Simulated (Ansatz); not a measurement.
# AlS+ (triplet): from Hartree-Fock to the top rungs, cc-pVDZ

How much of the correlation energy of AlS+ (triplet) does each wave-function method recover here?

Method: cc-pVDZ, core rule «outside noble gas», up to 10 orbitals frozen; program: Ansatz 0.2.0, Gaussian basis.

The runs, in order: UHF; CCSD(T) on ROHF; CCSD(T) on UHF; BCCD(T) on ROHF; CISD; CCSDT(Q) on ROHF; CCSDT(Q) on UHF; CISDTQ; CCSDTQ on ROHF; CCSDTQ on UHF; Full CI.

7 further runs of the same task are left out: 4 for a known fault of the program, 3 set aside as unsound or not needed.

### Step 1. The system

The geometry is a PBE0/def2-TZVP stationary point (not a proven minimum) of the parent state, kept for this charge and spin.

2 atoms, charge 1, spin multiplicity 3.

Atoms are counted from 1 here; the program's logs count them from 0.

Bond lengths: Al1–S2 2.032 Å.

### Step 2. UHF

Input file in.yaml:

```yaml
crystal:
  periodic: [false, false, false]
  atoms:
    - {symbol: Al, position_ang: [0.000000, 0.000000, 0.000000]}
    - {symbol: S, position_ang: [0.000000, 0.000000, 2.031600]}
basis:
  gaussian: {orbitals: cc-pVDZ}
total_charge: 1
magnetization: {spin_polarized: true, initial_magnetization: 2}
hamiltonian: {xc: hf}
output: {orbitals: {seedname: orbitals}}
```

Command:

```
$ ansatz run in.yaml --threads 1 --pin off --events-out ev --progress --plain --max-ram 3956MiB --backend cpu
```

Further steps of the session: CCSD(T) on ROHF; CCSD(T) on UHF; BCCD(T) on ROHF; CISD; CCSDT(Q) on ROHF; CCSDT(Q) on UHF; CISDTQ; CCSDTQ on ROHF; CCSDTQ on UHF; Full CI.

Before running them: what should the planned runs give, taken together? Wanted: FCI below the RHF energy; RMP2 from FCI; UMP2 from FCI; RCCSD from FCI; RCCSD(T) from FCI; UCCSD(T) from FCI; RCCSDT(Q) from FCI; UCCSDT(Q) from FCI; T1 diagnostic.

The runs gave:

| quantity | value |
| --- | --- |
| FCI below the RHF energy | -4.2848 eV |
| RMP2 from FCI | +17.81 kcal/mol |
| UMP2 from FCI | +17.96 kcal/mol |
| RCCSD from FCI | +3.99 kcal/mol |
| RCCSD(T) from FCI | +0.85 kcal/mol |
| UCCSD(T) from FCI | +0.84 kcal/mol |
| RCCSDT(Q) from FCI | +0.02 kcal/mol |
| UCCSDT(Q) from FCI | -0.03 kcal/mol |
| levels within 1 kcal/mol (43 meV) | RCCSD(T), UCCSD(T), BCCD(T), RCCSDT, UCCSDT, CISDTQ, RCCSDT(Q), UCCSDT(Q), RCCSDTQ, UCCSDTQ |
| T1 diagnostic | 0.032 |
| effectively unpaired electrons | 2.06 |

In words: RCCSD(T) misses by +0.85 kcal/mol, 0.9 % of the correlation energy. One determinant dominates. These misses are within one basis, not against nature; the frozen cores of restricted and unrestricted runs differ, which can shift their rows.
